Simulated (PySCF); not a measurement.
B3LYP has the VWN-RPA correlation part, as in Gaussian. 

CS, SMILES `[S+]#[C-]` (charge 0, multiplicity 1)

The numbers are results of PySCF 2.14.0 with B3LYP-D3(BJ)/def2-TZVP // BP86-D3(BJ)/def2-SVP, not measurements.

The HOMO is -8.70 eV, the dipole moment is 1.85 D and the LUMO is -2.65 eV. The HOMO–LUMO gap comes out as 6.05 eV, the total energy is -436.2585 Ha and the cost comes out as about 7 core-seconds (a rough figure).

Bonds (Å): C1–S2 1.555.
Charge 0, spin multiplicity 1.
